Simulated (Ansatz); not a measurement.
We consider fcc Ag, described by LC-ωPBE (PAW; Ansatz, a first-principles code).

Numerical settings: plane-wave cutoff 460 eV, 14×14×14 k mesh, Fermi–Dirac smearing 0.05 eV, no spin polarisation, scalar-relativistic PAW data made under PBE.

The volume scan:

```json
[
 {"V (Å³/atom)": "16.172", "E − E_lowest (meV/atom)": "17.03", "P (GPa)": "6.67"},
 {"V (Å³/atom)": "16.735", "E − E_lowest (meV/atom)": "1.94", "P (GPa)": "2.08"},
 {"V (Å³/atom)": "17.023", "E − E_lowest (meV/atom)": "0.00", "P (GPa)": "0.11"},
 {"V (Å³/atom)": "17.448", "E − E_lowest (meV/atom)": "3.18", "P (GPa)": "-2.43"},
 {"V (Å³/atom)": "17.874", "E − E_lowest (meV/atom)": "12.58", "P (GPa)": "-4.58"}
]
```

### Question
Estimate the bulk modulus from the pressures at 16.735 and 17.448 Å³/atom, and compare it with a fit to all energies.

### Answer
B = −V dP/dV. Between V = 16.735 and 17.448 Å³/atom, dP/dV = (-2.43 − (2.08))/(17.448 − 16.735) = -6.33 GPa per Å³/atom; at the midpoint 17.091 Å³/atom this gives B ≈ 108 GPa. The third-order Birch–Murnaghan fit gives V0 = 17.040 Å³/atom, B0 = 110 GPa, B′ = 5.7, which lies 2 % above that estimate.

Measured, for comparison: bulk modulus 110 GPa (corrected for temperature and zero-point phonon effects, our sources range from 104 to 111; as tabulated in Levämäki et al. (2014), arXiv:1402.3671); equilibrium volume per atom 16.76 Å³/atom (static lattice: zero-point anharmonic expansion removed; as tabulated in Mejia-Rodriguez and Trickey (2018), arXiv:1807.09216). Computed (rounded) less measured: bulk modulus 0.0 % (inside the range of the sources held), equilibrium volume per atom +1.7 %.

Static lattice: no zero-point or thermal effects.

Cost on a shared machine: around 24 core-minutes (rough).
